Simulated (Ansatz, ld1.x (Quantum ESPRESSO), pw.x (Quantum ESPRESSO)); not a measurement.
**Equation-of-state test of one TM potential (niobium)**

ld1.x (Quantum ESPRESSO) 7.5 input, shortened:

```
&input
   title='Nb', zed=41., rel=1, dft='PW', iswitch=3,
   config='[Kr] 4d4 5s0 5p0'
 /
 &inputp
   pseudotype=2, tm=.true., lloc=-1, rcloc=2.55,
   nlcc=.true.
 /
3
5S  1  0   0.00   0.00  2.80  2.80  0.0
5P  2  1   0.00   0.00  3.85  3.85  0.0
4D  3  2   4.00   0.00  1.85  1.85  0.0
 &test
   configts(1)='4d4 5s0 5p0'
 /
```

Atomic tests: cutoffs needed: 35 Ry and 45 Ry (the cutoffs (Ry, on a coarse ladder) from which the occupation-weighted sum of valence levels, in a spherical-Bessel basis at the reference potential, stays within 10 and 1 mRy of its value at 400 Ry); ghost test: ghost state, extra bound levels that the all-electron valence spectrum of the same l lacks: s at -8.1 eV; a true bound ghost makes a file unfit for plane-wave use (spherical-Bessel basis up to 400 Ry, 20 bohr box); configuration tests: 2 of 9 tests not solved or not reliable.

Crystal test: fcc Nb in pw.x 7.5, no spin, 14³ k-points, Fermi–Dirac smearing 0.01 Ry, cutoffs 55/220 Ry. The reference is all-electron LAPW (Ansatz 0.2.0) with the same functional, mesh and smearing; V0 and B0 come from Birch–Murnaghan fits to the pressures at five volumes. Errors are pseudo minus all-electron; Δ is the rms difference of the E(V) curves that follow from these fits, minima aligned, over ±6 % about the mean V0. Mesh and smearing are coarse, so the numbers serve the comparison and aren't converged zero-temperature values; the lattice is a test structure that the element need not adopt.

All-electron: a0 = 4.141 Å (V0 = 17.75 Å³/atom), B0 = 181.7 GPa.

Q: How far does the potential miss the all-electron equation of state?

A: mean pressure error (GPa): -7.62; a0 (Å): 4.081; a0 error (%): -1.44; B0 error (%): +2.4; Δ (meV/atom): 30.5. The largest radius (3.85 bohr) exceeds half the bond length (2.76 bohr), so the spheres overlap, which is one possible source of error among others. This is a poor potential for the solid. Note: ghost state, extra bound levels that the all-electron valence spectrum of the same l lacks: s at -8.1 eV. A true bound ghost makes a file unfit for plane-wave use. Atomic configuration tests: 2 of 9 tests not solved or not reliable. The logarithmic derivative shows an extra or strongly shifted pseudo pole above the reference energy (s near -0.59 Ry, p near 1.18 Ry).

```csv
V (Å³/atom),P all-electron (GPa),P pseudo (GPa)
16.812,10.89,2.02
17.255,5.41,-2.77
17.697,0.54,-7.03
18.139,-3.80,-10.80
18.582,-7.66,-14.14
```

Q: At the middle volume, how do free energy and pressure move when the wave cutoff is lowered (ecutrho kept at four times it)?

A:

```csv
cutoff (Ry),shift of F (meV/atom),shift of P (GPa)
25,+860.4,-26.70
33,+145.9,-7.23
44,+3.6,-0.42
```

The run at the middle volume (104 k-points, 7 iterations) took about 9.4 s on one core of a shared host (Neoverse-V1, 32 threads, 126 GiB, load 13).
